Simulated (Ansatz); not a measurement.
**S2O2: up Jacob's ladder to CCSD(T)**

The task here is to estimate one member of a computed series from the others.

Computed with Ansatz 0.2.0, Gaussian basis. Level: functionals in def2-TZVPP, the program's frozen cores in correlated methods.

The runs, in order: LDA (SPW92), PBE-D4, revPBE-D4, BLYP-D4, r2SCAN-D4, B97M-V, PBE0-D4, B3LYP-D4, r2SCANh-D4, r2SCAN0-D4, HSE06-D4, BHLYP-D4, CAM-B3LYP-D4, LC-ωPBE, ωB97X-V, ωB97M-V, B2PLYP, PBE-QIDH; CCSD(T)/def2-SVP; CCSD(T)/def2-TZVPP; CCSD(T)/def2-QZVPP; extrapolation to the limit; RPA on PBE.

## The geometry

The geometry comes from an earlier relaxation with PBE0-D4 in a triple-zeta def2 set; it is a stationary point.

SMILES `O=S=S=O`, 4 atoms, charge 0, spin multiplicity 1.

Atoms are counted from 1 here; the program's logs count them from 0.

Bond lengths: O1–S2 1.464 Å, S2–S3 1.981 Å, S3–O4 1.464 Å. Angles: O1–S2–S3 115.4°, S2–S3–O4 115.4°.

Coordinates:

```xyz
4
charge 0, multiplicity 1
O     1.3079    0.0372    1.1584
S     0.3076   -0.9221    0.6883
S    -0.9196   -0.2499   -0.7145
O    -0.6959    1.1349   -1.1321
```

The first run:

in.yaml reads:

```yaml
crystal:
  periodic: [false, false, false]
  atoms:
    - {symbol: O, position_ang: [1.307915, 0.037185, 1.158388]}
    - {symbol: S, position_ang: [0.307552, -0.922143, 0.688262]}
    - {symbol: S, position_ang: [-0.919597, -0.249901, -0.714504]}
    - {symbol: O, position_ang: [-0.695860, 1.134859, -1.132147]}
basis:
  gaussian: {orbitals: def2-TZVPP}
hamiltonian: {xc: lda}
output: {orbitals: {seedname: orbitals}}
```

On the command line:

```bash
ansatz run in.yaml --threads 2 --pin off --events-out ev --progress --plain --max-ram 32768MiB --backend cpu
```

Among the steps run: LDA; PBE-D4 (GGA); revPBE-D4 (GGA); BLYP-D4 (GGA); r2SCAN-D4 (meta-GGA); B97M-V (meta-GGA); B3LYP-D4 (hybrid); r2SCANh-D4 (hybrid); r2SCAN0-D4 (hybrid); HSE06-D4 (hybrid); BHLYP-D4 (hybrid); CAM-B3LYP-D4 (range-separated); LC-ωPBE (range-separated); ωB97X-V (range-separated); ωB97M-V (range-separated); B2PLYP (double hybrid); PBE-QIDH (double hybrid).

One of the session's tables, all rows but one given; the rest of the session is left out.

It belongs to the step «Orbital energies across the functionals». 

| functional | HOMO (eV) | LUMO (eV) | gap (eV) |
| --- | --- | --- | --- |
| LDA (SPW92) | -6.89 | -4.51 | 2.39 |
| PBE-D4 | -6.69 | -4.30 | 2.38 |
| revPBE-D4 | -6.62 | -4.23 | 2.38 |
| BLYP-D4 | -6.53 | -4.19 | 2.35 |
| r2SCAN-D4 | -6.95 | -4.37 | 2.58 |
| B97M-V | -6.95 | -4.36 | 2.59 |
| PBE0-D4 | -7.80 | -3.73 | 4.07 |
| B3LYP-D4 | -7.59 | -3.90 | 3.69 |
| r2SCANh-D4 | -7.36 | -4.14 | 3.23 |
| r2SCAN0-D4 | -7.98 | -3.77 | 4.21 |
| HSE06-D4 | ? | ? | ? |
| BHLYP-D4 | -8.78 | -3.01 | 5.77 |
| CAM-B3LYP-D4 | -8.97 | -2.74 | 6.23 |
| LC-ωPBE | -10.13 | -1.76 | 8.37 |
| ωB97X-V | -9.84 | -1.73 | 8.10 |
| ωB97M-V | -9.71 | -1.69 | 8.02 |

Estimate the missing values for HSE06-D4.

The run gave: HOMO (eV): -7.41; LUMO (eV): -4.10; gap (eV): 3.31. In the column «HOMO (eV)» it lies between B3LYP-D4 (-7.59) and r2SCANh-D4 (-7.36).
